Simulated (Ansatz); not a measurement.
Geometry optimisation, Ansatz, RKS B3LYP-D4/def2-SVP.

Input:

```yaml
crystal:
  periodic: [false, false, false]
  atoms:
    - { symbol: C, position_ang: [-0.5206, 0.72736, -0.26022] }
    - { symbol: C, position_ang: [-0.19447, -0.75343, -0.0693] }
    - { symbol: S, position_ang: [1.52895, -0.9166, 0.50549] }
    - { symbol: H, position_ang: [-1.56457, 0.81383, -0.59304] }
    - { symbol: H, position_ang: [0.09655, 1.28554, -0.99238] }
    - { symbol: H, position_ang: [-0.43389, 1.25505, 0.69695] }
    - { symbol: H, position_ang: [-0.15411, -1.21972, -1.0831] }
    - { symbol: H, position_ang: [1.24214, -1.19204, 1.79561] }
total_charge: -1
basis:
  gaussian: { orbitals: def2-SVP }
hamiltonian:
  xc: b3lyp
  dispersion: d4
relax:
  f_tol: 0.015
  max_steps: 40
```

Launched with:

```bash
$ ansatz run input.yaml --threads 1 --pin off --max-ram 2048MiB --backend cpu --events-out ev --progress --plain --runs-dir out
```

Task: Where does it end, and by what steps?

Result: It converged. Limits of this set-up: an anion without diffuse functions, the dipole of an ion depends on the origin. After 8 steps the energy has fallen by 0.094 eV; H8 moved furthest, 0.24 Å.

```csv
step,energy less start (eV),largest force component (eV/Å),accepted
0,0.0000,0.794,yes
1,-0.0730,0.459,yes
2,-0.0830,0.250,yes
3,-0.0809,0.418,no
4,-0.0917,0.111,yes
5,-0.0932,0.074,yes
6,-0.0936,0.041,yes
7,-0.0939,0.015,yes
8,-0.0939,0.014,yes
```

```xyz
8
Properties=species:S:1:pos:R:3
C -0.526 0.750 -0.287
C -0.137 -0.696 -0.068
S 1.532 -0.905 0.523
H -1.551 0.812 -0.717
H 0.110 1.401 -0.967
H -0.567 1.321 0.667
H -0.258 -1.307 -0.983
H 1.396 -1.376 1.831
```

Run time: 22 s on 1 thread of Arm Neoverse V1, with other jobs on the host, peak memory 0.13 GiB.
